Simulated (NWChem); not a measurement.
System: C₂H₃, doublet; SMILES [CH]=C

```xyz
5

C     -0.1077    -0.7161     0.0000
C     -0.0005     0.5906     0.0000
H      0.5498    -1.5858     0.0000
H      0.9801     1.0933     0.0000
H     -0.8807     1.2459     0.0000
```
Atoms are numbered in this order, from 1.

Program: NWChem. Spin-unrestricted. Spin-contaminated determinants: UHF/def2-SVP (<S²> = 0.97), UHF/def2-SVPD (<S²> = 0.96), UHF/def2-TZVP (<S²> = 0.95), UHF/def2-TZVPP (<S²> = 0.95), UHF/def2-QZVP (<S²> = 0.95). In the optimisation the excess spin sits in a' (Cs, its own frame). Geometry: optimised at PBE0/def2-SVP, spin-unrestricted. No stability test was run on the SCF state. Total energies compare along this basis series because the functional is fixed.

| level | basis functions | energy (Ha) | highest occupied level (eV) | lowest empty minus highest occupied level, either spin (eV) | dipole (D) | <S²> |
|---|---|---|---|---|---|---|
| UHF/def2-SVP | 43 | -77.3345 | -10.84 | 14.36 | 0.59 | 0.971 |
| UHF/def2-SVPD | 64 | -77.3364 | -10.86 | 13.45 | 0.58 | 0.961 |
| UHF/def2-TZVP | 80 | -77.4207 | -10.80 | 13.75 | 0.61 | 0.953 |
| UHF/def2-TZVPP | 104 | -77.4217 | -10.80 | 13.75 | 0.61 | 0.953 |
| UHF/def2-QZVP | 204 | -77.4252 | -10.81 | 13.40 | 0.60 | 0.952 |
